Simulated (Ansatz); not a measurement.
Basis-set series for ClHSi (`[SiH]Cl`). Charge 0, multiplicity 1. The geometry is a stationary point of PBE0-D4/def2-TZVP.

```xyz
3

Si    0.314    0.648   -0.404
Cl   -0.922    0.154    1.191
H     0.609   -0.802   -0.788
```

```csv
functional,basis,functions,energy (Eh),HOMO (eV),LUMO (eV)
PBE0-D4,def2-SVP,41,-749.76630,-6.91,-2.92
PBE0-D4,def2-QZVPP,170,-750.05180,-7.02,-3.00
ωB97M-V,def2-SVP,41,-750.00098,-8.94,-0.80
ωB97M-V,def2-QZVPP,170,-750.28432,-9.10,-1.01
```

Problem. Give the rows for def2-TZVPP. (Best estimate.)

Solution. Computed: 
```
functional       basis  functions  energy (Eh)  HOMO (eV)  LUMO (eV)
   PBE0-D4  def2-TZVPP         98   -750.02858      -6.99      -2.97
   ωB97M-V  def2-TZVPP         98   -750.26216      -9.06      -0.94
```
